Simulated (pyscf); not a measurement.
Structures and frequencies: ωB97X-D3(BJ)/def2-SVP in PySCF. MP2 and CC: frozen core, UHF for open shells. ΔMP2 is the change of the MP2 total energy from the triple- to the quadruple-zeta basis.

Estimate by transition-state theory the rate constant of ammonia (NH₃) + HO–SiH: [singlet] -> H₂N–SiH: [singlet] + water (H₂O) (singlet surface; H–N, O–Si broken, N–Si, H–O formed) at 900 K, with CCSD(T)/def2-TZVPP + ΔMP2(QZVPP) energies (ideal gas, 1 atm, RRHO with modes under 100 cm⁻¹ raised to 100, one conformer, R ln 2 for rigid chiral ones; no tunnelling).

The electronic barrier is 5.1 kcal/mol and the thermal terms add +32.2, so ΔG‡ = 37.4 kcal/mol. With k_BT/h = 1.88e+13 s⁻¹ and RT = 1.788 kcal/mol, and a volume of 1.23e-19 cm³ per molecule at 1 atm, k = 1.9e-15 cm³ molecule⁻¹ s⁻¹. Wigner's tunnelling factor for 1104i cm⁻¹ would be 1.13. A shift of 1 kcal/mol in the barrier changes k by a factor 1.7. On the reactant side the descent ends in an adduct with a N–Si contact, 21.5 kcal/mol under the separated species and 23.3 kcal/mol under the saddle at ωB97X-D3(BJ)/def2-TZVP. On the product side the descent ends in an adduct with a O–Si contact, 7.8 kcal/mol under the separated species and 6.3 kcal/mol under the saddle at ωB97X-D3(BJ)/def2-TZVP. What is counted as formed (N–Si) is already present as a longer contact in the reactant adduct; forming that adduct is a step of its own. What is counted as broken (O–Si) persists as a longer contact in the product adduct; parting that adduct is a step of its own. At ωB97X-D3(BJ) the barrier from the zero used here is 1.8 kcal/mol. This is the saddle that the search found; another between the same sides may lie lower. The CCSD(T) − MP2 part came from Ansatz, without density fitting, on the same reference.
